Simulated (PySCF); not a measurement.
## NaN⁻: from constants to spectrum

UHF-CCSD(T) constants of NaN⁻, ⁴Σ⁻ (quartet), unpaired electrons σ ↑, π ↑↑ (basis Na def2-SVPD, N def2-SVPD; no relativity; PySCF 2.14; masses 22.9898 and 14.0031 u):

* ωe: 319.9 cm⁻¹
* ωexe: 3.26 cm⁻¹
* Be: 0.35032 cm⁻¹
* αe: 0.00532 cm⁻¹
* D (centrifugal): 1.68e-06 cm⁻¹
* De to Na⁻ + N: 0.52 eV

Give the vibrational terms G(v) and spacings up to v = 6.

G(v) = ωe(v+½) − ωexe(v+½)².

```json
{"v": "0", "G(v) (cm⁻¹)": "159.1", "G(v) − G(v−1)": "", "Bv (cm⁻¹)": "0.3477"}
{"v": "1", "G(v) (cm⁻¹)": "472.5", "G(v) − G(v−1)": "313.4", "Bv (cm⁻¹)": "0.3423"}
{"v": "2", "G(v) (cm⁻¹)": "779.4", "G(v) − G(v−1)": "306.9", "Bv (cm⁻¹)": "0.3370"}
{"v": "3", "G(v) (cm⁻¹)": "1079.7", "G(v) − G(v−1)": "300.3", "Bv (cm⁻¹)": "0.3317"}
{"v": "4", "G(v) (cm⁻¹)": "1373.5", "G(v) − G(v−1)": "293.8", "Bv (cm⁻¹)": "0.3264"}
{"v": "5", "G(v) (cm⁻¹)": "1660.8", "G(v) − G(v−1)": "287.3", "Bv (cm⁻¹)": "0.3211"}
{"v": "6", "G(v) (cm⁻¹)": "1941.6", "G(v) − G(v−1)": "280.8", "Bv (cm⁻¹)": "0.3157"}
```

How well does the Morse estimate ωe²/(4ωexe) reproduce De, and what is D0?

It gives 0.97 eV, 187 % of the computed De. D0 = De − G(0) = 0.52 − 0.02 = 0.50 eV.

Correlated steps freeze 2 core orbitals. Correlated levels converge slowly with the basis: in double zeta they bind strong bonds too weakly, by up to about 1 eV, and carry superposition errors of some tenths. For an ion De counts to the pair picked by the measured ionisation energies or electron affinities, which need not be the lowest pair at this level. The state was picked by a PBE0 search and need not be the measured ground state.
